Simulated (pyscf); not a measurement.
## Four-centre exchange: H₃Si–GeH₃ + hydrogen chloride (HCl) → Cl–SiH₂–GeH₃ + hydrogen (H₂)

Gas phase, singlet surface, charge 0. Bonds broken: Si1–H3, Cl9–H10. Bonds formed: Si1–Cl9, H3–H10. Optimised with ωB97X-D3(BJ)/def2-SVP in PySCF.

Transition state (Å):

```xyz
10

Si    -1.1647    -0.7598    -0.1861
Ge     0.2934     0.9467    -0.9048
H     -1.2345    -0.9516     1.5422
H     -2.4086    -1.1644    -0.8766
H     -0.3879    -2.0409    -0.0288
H      0.8632     1.6139     0.3506
H      1.4526     0.3453    -1.7228
H     -0.4913     1.9488    -1.7501
Cl    -2.5057     1.2045     0.7410
H     -1.6955    -0.2008     1.4784
```

One imaginary mode, 881i cm⁻¹; descent along it reached the two sides named.

```json
[
 {"bond": "Si1–H3", "change": "breaks", "reactant side (Å)": "1.492", "saddle": "1.740", "product side": "3.7"},
 {"bond": "Cl9–H10", "change": "breaks", "reactant side (Å)": "1.284", "saddle": "1.782", "product side": "2.9"},
 {"bond": "Si1–Cl9", "change": "forms", "reactant side (Å)": "3.5", "saddle": "2.553", "product side": "2.080"},
 {"bond": "H3–H10", "change": "forms", "reactant side (Å)": "3.1", "saddle": "0.883", "product side": "0.761"}
]
```

Electronic energies relative to the separated reactants (kcal/mol):

| level | barrier | reaction energy | reverse barrier |
|---|---|---|---|
| ωB97X-D3(BJ)/def2-TZVP | 34.0 | -18.9 | 52.8 |
| PBE/def2-TZVP | 30.0 | -16.1 | 46.1 |
| r²SCAN/def2-TZVP | 31.4 | -17.8 | 49.1 |
| B3LYP-D3(BJ)/def2-TZVP | 33.6 | -17.2 | 50.8 |
| PBE0-D3(BJ)/def2-TZVP | 31.5 | -16.7 | 48.2 |
| M06-2X/def2-TZVP | 33.4 | -18.9 | 52.3 |
| ωB97M-D3(BJ)/def2-TZVP | 35.4 | -16.5 | 51.9 |
| HF/def2-TZVP | 51.9 | -14.0 | 65.9 |

With ωB97M-D3(BJ)/def2-TZVP energies and thermal terms (ideal gas, 1 atm, RRHO with modes under 100 cm⁻¹ raised to 100, one conformer, R ln 2 for chiral ones without a mode under 150 cm⁻¹), in kcal/mol:

```json
[
 {"T (K)": "298", "ΔH‡": "35.4", "ΔG‡": "45.0", "ΔH": "-17.5", "ΔG": "-16.5"},
 {"T (K)": "600", "ΔH‡": "35.2", "ΔG‡": "54.8", "ΔH": "-16.8", "ΔG": "-15.8"},
 {"T (K)": "900", "ΔH‡": "35.5", "ΔG‡": "64.6", "ΔH": "-16.4", "ΔG": "-15.4"},
 {"T (K)": "1200", "ΔH‡": "35.9", "ΔG‡": "74.3", "ΔH": "-16.1", "ΔG": "-15.1"}
]
```

One saddle was located; it need not be the lowest between these sides. Elements up to Kr have no core potential and no relativistic terms here.
